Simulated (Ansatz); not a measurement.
**Ru, hcp: geometry optimisation**

Level of theory: DFT, RPBE, plane waves (420 eV) with PAW, scalar-relativistic in Ansatz 0.2.0. (PAW data from PBE, frozen cores regenerated.)

k-point mesh 13×13×8, Fermi-Dirac smearing 0.05 eV, starting moments 1.00 ×2 μB. Cell and atoms relax.

Starting structure:

```xyz
2
Lattice="2.7039 0.0000 0.0000 -1.3519 2.3416 0.0000 0.0000 0.0000 4.2817" Properties=species:S:1:pos:R:3 pbc="T T T"
Ru    0.0000    1.5611    1.0704
Ru    1.3519    0.7805    3.2113
```

Question: The pressure at the start is 9.5 GPa. By how much does the volume change?

Answer: From 13.55 to 13.97 Å³ per atom, 3.0 %. The final cell has a = 2.737 Å, c = 4.306 Å (c/a = 1.573).

Question: How much energy does the relaxation gain?

Answer: 12.3 meV per atom.

Path of the relaxation (the plane waves are chosen anew near the end, which can shift the energy a little):

```csv
step,E − E(final) (meV/atom),V (Å³/atom),P (GPa),max force (eV/Å)
0,12.33,13.555,9.46,0.000
1,12.36,14.397,-8.16,0.000
2,0.29,13.995,-0.54,0.000
3,0.22,13.967,0.04,0.000
4,0.00,13.967,0.01,0.000
```

Question: Which magnetic state does it end in?

Answer: non-magnetic.
